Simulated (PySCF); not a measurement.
Vertical excitation energies

Compound: 2-methyl-1-butanol, C₅H₁₂O.
InChI=1S/C5H12O/c1-3-5(2)4-6/h5-6H,3-4H2,1-2H3/t5-/m0/s1

Computed with PySCF, TDDFT wB97X-D/def2-SVPD, vertical, gas phase, core orbitals frozen in the response. One conformer (not necessarily the lowest) at the PBE0-D3(BJ)/def2-SVP geometry, without solvent, vibrations or thermal averaging. Torsions of this conformer, `[CH3:1][CH2:2][C@H:3]([CH3:4])[CH2:5][OH:6]`: C1–C2–C3–C4 -175°, C2–C3–C5–O6 56°, H–O6–C5–C3 62°.

```
state  E (eV)  λ (nm)       f  |μ| (D)  main configurations (H = HOMO, L = LUMO)
   S1    7.28   170.3  0.0038     0.37                     H→L (78%), H→L+3 (8%)
   S2    8.36   148.3   0.039     1.10                  H→L+1 (62%), H→L+2 (21%)
   S3    8.66   143.2  0.0003     0.09                               H-1→L (79%)
   S4    8.84   140.2   0.037     1.04     H→L+2 (58%), H→L+6 (20%), H→L+1 (15%)
   S5    9.03   137.3   0.021     0.78        H→L+3 (52%), H-3→L (19%), H→L (8%)
   S6    9.16   135.3  0.0017     0.22                H-2→L (58%), H-1→L+1 (11%)
   S7    9.32   133.1   0.047     1.16   H-1→L+1 (37%), H-3→L (20%), H-2→L (12%)
   S8    9.42   131.6   0.024     0.83   H-3→L (32%), H-1→L+1 (22%), H→L+3 (11%)
   S9    9.52   130.3  0.0073     0.45  H-4→L (32%), H-1→L+2 (23%), H-1→L+3 (9%)
  S10    9.59   129.2   0.032     0.94                H→L+4 (50%), H-3→L+1 (12%)
```

Triplets (Tamm–Dancoff): T1 7.04 eV, H→L (72%), H→L+3 (9%); T2 8.25 eV, H→L+1 (53%), H→L+2 (25%), H→L (8%); T3 8.47 eV, H-1→L (70%); T4 8.76 eV, H→L+2 (46%), H→L+6 (22%), H→L+1 (22%).

The lowest singlet lies at 7.28 eV (170 nm, vacuum ultraviolet) and is very weak; its leading configuration is HOMO→LUMO (78%). The most intense listed level is S7 at 9.32 eV (133 nm, f = 0.047), 2.03 eV above S1. Löwdin shares by element: HOMO oxygen 52%, carbon 28% or more, hydrogen 7% or more; LUMO carbon 26% or more, oxygen 17%, hydrogen 10% or more (atoms not listed hold the other 48%). Of the 10 states listed, 6 reach f = 0.01 and 1 stays under 0.0005. Weighted by f, the mean energy of these states is 9.06 eV. The listed states span 2.31 eV, and the widest gap between neighbours is 1.08 eV (S1 to S2). All these states lie below the vertical ionisation energy of 10.14 eV (ΔSCF). Only the lowest 10 singlets were computed, as vertical energies without vibronic structure.
